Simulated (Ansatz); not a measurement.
CH6BN can be A, `CBN`, or B, `BNC`.

Computed with Ansatz on PBE0-D4/def2-TZVP structures; ΔE is electronic, products minus reactants. CCSD(T)/CBS is the MP2 limit (def2-TZVPP, def2-QZVPP) plus CCSD(T) − MP2 in def2-TZVPP, frozen cores. Functionals use def2-TZVPP. B3LYP here is the variant with VWN-RPA as its local correlation; programs differ in this. One conformer a species, not always the lowest.

Q: Which isomer does CCSD(T)/CBS put lower? Give the gap. (Best estimate.)

A: Computed: A, by 17.8 kcal/mol.

Q: Give E(B) − E(A) in kcal/mol with B2PLYP, PBE0-D4, CCSD/def2-TZVPP, B3LYP, r2SCAN-D4, ωB97M-V, LDA (SPW92). (Estimate.)

A: The calculation gave: B2PLYP 17.6, PBE0-D4 18.1, CCSD/def2-TZVPP 17.5, B3LYP 17.4, r2SCAN-D4 18.7, ωB97M-V 18.2, LDA (SPW92) 17.9. None reverses the order clearly.

Q: Does the order hold for the free energy at 298.15 K (harmonic terms from PBE0-D4)? (Best estimate.)

A: Ansatz gave: Yes: G(B) − G(A) = +18.1 kcal/mol, for one conformer each.

Largest T1 diagnostic: 0.012.

Leaving LDA and LC-ωPBE aside and taking each functional with its dispersion term where it has one, the values, not all of them listed here, spread over 2.8 kcal/mol, from BLYP-D4 to B97M-V. At CCSD(T), def2-SVP lies −2.6 kcal/mol from the extrapolated value and def2-TZVPP −0.4 kcal/mol.
